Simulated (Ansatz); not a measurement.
`CC(C)CCl` → `CC(C)Cl` + `[CH2]` (triplet) at 600 K and 1 bar (formal loss of a carbene).

Program: Ansatz. Geometries: PBE0-D4/def2-TZVP. ΔE: electronic, gas phase. CBS: MP2 limit from def2 TZ/QZ plus the TZ coupled-cluster correction, frozen cores. This one scheme is used for every species. Triplets are unrestricted, without spin–orbit coupling. Each species was taken in one conformer, which may not be the lowest.

```csv
species,CCSD(T)/CBS energy (Eh),H − E (kJ/mol),S (J/(mol·K))
`CC(C)CCl`,-617.42133,386.5,429.7
`CC(C)Cl`,-578.16231,299.1,379.3
`[CH2]` (triplet),-39.09499,66.5,220.8
```

H − E and S are ideal-gas, rigid-rotor, harmonic terms from PBE0-D4/def2-TZVP, for one conformer and one mirror image of each species, with the whole ground term of open shells counted as degenerate. 1 Eh = 2625.50 kJ/mol, R = 8.31446 J/(mol·K).

By hand: ΔE, ΔH, ΔS and ΔG.

ΔE = (-578.16231) + (-39.09499) − (-617.42133) = 0.16403 Eh = 430.7 kJ/mol. Δ(H − E) = 299.1 + 66.5 − 386.5 = -20.9, so ΔH = 409.8 kJ/mol. ΔS = 379.3 + 220.8 − 429.7 = 170.4 J/(mol·K). ΔG = 409.8 − 600 × (170.4)/1000 = 307.6 kJ/mol.

By hand: the equilibrium constant, and the temperature at which ΔG would vanish if ΔH and ΔS stayed fixed.

log₁₀ K = −ΔG/(RT ln 10) = -26.8. ΔG = 0 at ΔH/ΔS = 2405 K.

The number of gas molecules changes by +1, which sets the sign of ΔS. A doubt of 5 kJ/mol in ΔE shifts log₁₀ K by 0.4 here. Other conformers and mirror images would add mixing entropy, several J/(mol·K) or more a flexible species. A triplet takes part, so the spin changes. These are equilibria of isolated gas molecules and say nothing of rates. Largest T1 diagnostic: 0.011 (customary marks: 0.02 for closed shells, 0.045 for open ones).
